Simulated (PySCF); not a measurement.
# C2H2F4 (1,1,1,2-tetrafluoroethane): the cost of one run

Programs: PySCF 2.14.0, with density-fitted response routines of our own. Each step states its level of theory. These are calculated values for one molecule in the gas phase, unless marked as measured. Atoms count from 0, in the outputs and in this text.

### Step 1. The starting structure

8 atoms, charge 0, multiplicity 1; geometry from: MMFF94s. The atoms were then displaced at random by about 0.03 Å, so the start is not that level's minimum.

Bonds of the start (Å): F0–C1 1.39, C1–C2 1.47, C2–F3 1.41, C2–F4 1.39, C2–F5 1.39, C1–H6 1.08, C1–H7 1.10.

### Step 2. Geometry optimisation at PBE0-D3(BJ)/def2-SVP

The job: settings as JSON, then the geometry in Å.

```
{"job": {"xc": "PBE0", "basis": "def2-SVP", "d3": "d3bj", "grid": 1, "shake": 0.03, "kind": "geom"}, "charge": 0, "multiplicity": 1}
F     -1.238050    -1.292240    -0.034650
C     -0.793790     0.028100    -0.099040
C      0.665250     0.005890     0.056210
F      1.182270    -0.510540     1.261720
F      1.322540    -0.718780    -0.925290
F      1.217860     1.284420     0.027480
H     -1.218650     0.621260     0.702640
H     -0.999210     0.496240    -1.072770
```

Command:

```console
$ OMP_NUM_THREADS=1 python probes_run.py task.json out
```

One launch serves the whole session: the jobs run in the order shown.

**Question.** How long does this first job take on 1 thread of Intel Xeon 6975P-C, shared host, and how much memory does it need?

About 17 s, with a peak of 0.38 GiB.
